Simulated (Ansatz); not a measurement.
Process, species as SMILES: FB(F)F → F[B]F + F atom
B3LYP-D3(BJ)/def2-TZVP geometries, fixed; electronic energies without zero-point terms.

Basis-set convergence of the bond dissociation energy at PBE with Ansatz (a program for electronic structure). All functions are spherical. Open shells are unrestricted. No added dispersion term, no relativity. Functions are those of the species that has most. Reference: the value in pcseg-4, 171.00 kcal/mol, itself unsure by roughly 0.12 kcal/mol (its mean distance from aug-pcseg-3, aug-cc-pVQZ, cc-pV5Z). Deviations are taken from unrounded values.

```
basis        functions  bond dissociation energy (kcal/mol)
-----------  ---------  -----------------------------------
cc-pVDZ             56                               172.66
aug-cc-pVDZ         92                               168.02
def2-SVP            56                               176.57
def2-SVPD           89                               171.33
pcseg-1             56                               171.55
aug-pcseg-1         92                               170.38
6-311G**            72                               171.50
6-311+G**           88                               167.88
cc-pVTZ            120                               172.74
aug-cc-pVTZ        184                               170.82
pcseg-2            120                               171.40
aug-pcseg-2        184                               171.29
def2-TZVPP         124                               171.34
def2-TZVPPD        157                               170.58
cc-pVQZ            220                               172.03
aug-cc-pVQZ        320                               171.09
def2-QZVPP         228                               171.11
def2-QZVPPD        261                               170.84
pcseg-3            240                               171.15
aug-pcseg-3        340                               171.07
```

What the diffuse functions change, pair by pair:
- cc-pVDZ to aug-cc-pVDZ: 36 more functions, deviation 1.66 to -2.98 kcal/mol
- def2-SVP to def2-SVPD: 33 more functions, deviation 5.57 to 0.33 kcal/mol
- pcseg-1 to aug-pcseg-1: 36 more functions, deviation 0.55 to -0.63 kcal/mol
- 6-311G** to 6-311+G**: 16 more functions, deviation 0.49 to -3.12 kcal/mol
- cc-pVTZ to aug-cc-pVTZ: 64 more functions, deviation 1.74 to -0.18 kcal/mol
- pcseg-2 to aug-pcseg-2: 64 more functions, deviation 0.40 to 0.28 kcal/mol
- def2-TZVPP to def2-TZVPPD: 33 more functions, deviation 0.34 to -0.42 kcal/mol
- cc-pVQZ to aug-cc-pVQZ: 100 more functions, deviation 1.03 to 0.09 kcal/mol
- def2-QZVPP to def2-QZVPPD: 33 more functions, deviation 0.11 to -0.17 kcal/mol
- pcseg-3 to aug-pcseg-3: 100 more functions, deviation 0.14 to 0.07 kcal/mol

They bring the value nearer the reference by more than 0.12 kcal/mol in 3 of 10 pairs.
